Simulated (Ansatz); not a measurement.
FH3Si: where a starting geometry ends

The starting geometry of this gas-phase triplet was optimised with GFN2-xTB as a singlet; its bonds are those of `F[SiH3]`.

```json
{"atom": "F", "x (Å)": "-0.1268", "y (Å)": "0.7672", "z (Å)": "1.5366"}
{"atom": "Si", "x (Å)": "0.7995", "y (Å)": "-0.0122", "z (Å)": "0.4813"}
{"atom": "H", "x (Å)": "2.1486", "y (Å)": "0.0879", "z (Å)": "1.0148"}
{"atom": "H", "x (Å)": "0.2857", "y (Å)": "-1.3721", "z (Å)": "0.4583"}
{"atom": "H", "x (Å)": "0.6206", "y (Å)": "0.6962", "z (Å)": "-0.7757"}
```

Predict what becomes of its bonds when it is optimised with PBE0-D3(BJ)/pcseg-1.

It falls apart into FH2Si + H. Contacts that open: Si2–H3 (1.45 → 4.10 Å).

The energy falls by 3.67 eV over 19 steps:

```tsv
step	E − E(last) (eV)
1	3.672
3	1.925
5	1.641
7	0.721
9	0.187
11	0.045
13	0.008
15	0.001
17	0.000
19	0.000
```

Final geometry (Å):

```csv
atom,x (Å),y (Å),z (Å)
F,0.4518,0.5141,1.3016
Si,0.4714,-0.3236,-0.1052
H,3.2505,0.9203,2.6437
H,-0.4085,-1.5208,0.0598
H,-0.0376,0.5771,-1.1845
```

The end wasn't checked by frequencies. Open shells are spin-unrestricted. The triplet needn't be the ground state. Run with Ansatz 0.2.0, 31 s on 1 thread of Arm Neoverse V2, on a shared host.
